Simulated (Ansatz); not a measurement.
## Cohesive energy of 2H MoS2 at several levels of theory

No measured value is used here.

```json
[
 {"level (code)": "LDA (Ansatz)", "value (eV/atom)": "6.29", "cell (Å³/atom)": "16.99"},
 {"level (code)": "PBE (Ansatz)", "value (eV/atom)": "5.04", "cell (Å³/atom)": "21.67"},
 {"level (code)": "PBEsol (Ansatz)", "value (eV/atom)": "5.60", "cell (Å³/atom)": "17.92"},
 {"level (code)": "r²SCAN (Ansatz)", "value (eV/atom)": "4.82", "cell (Å³/atom)": "19.01"}
]
```

LDA, PBE, PBEsol, r²SCAN: the cell comes from a level without a dispersion term, which matters for the spacing of layers, chains or molecules. Each level is taken at its own relaxed cell. Cutoffs differ between the levels. Ansatz's density-functional and Hartree–Fock values are scalar-relativistic unless marked +SOC, with PAW data made under PBE.

Ansatz is an electronic-structure program.
